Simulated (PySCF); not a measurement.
**Structure from NMR data**

An unknown has the formula C₃O₂. Its calculated NMR data are:

¹³C{¹H} NMR (computed): δ 124.9 (2C), -18.6.

All values are calculated (PySCF 2.14): geometry: PBE0-D3(BJ)/def2-SVP, B3LYP/pcJ-1 coupling constants, NMR shieldings at PBE0/pcSseg-1/GIAO. One conformer, averaged over atoms made equivalent by symmetry, fast rotation or ring inversion, relativity neglected, gas phase.

Referencing at the same level of theory: ¹³C (σref 184.41) against TMS.

Deduce the structure.

## Answers


The formula gives 4 degrees of unsaturation (no ring in the answer). 2 carbon signals for 3 carbons: some carbons are equivalent by symmetry or fast rotation. Carbon types of the structure: 3 × C. δC 124.9: central carbon of a ketene. δC -18.6: central carbon of an allene.

These data were computed for `O=C=C=C=O`.

The data come from this structure; uniqueness wasn't tested.

Shifts are as computed. Against solution values, carbons near 30 ppm lie about +2 ppm off and those near 130 ppm about +5 ppm. Of 1211 compounds with measured shifts, 218 miss one by over three times the rms of a fit or turn the order of signals round; such compounds aren't used in these exercises.
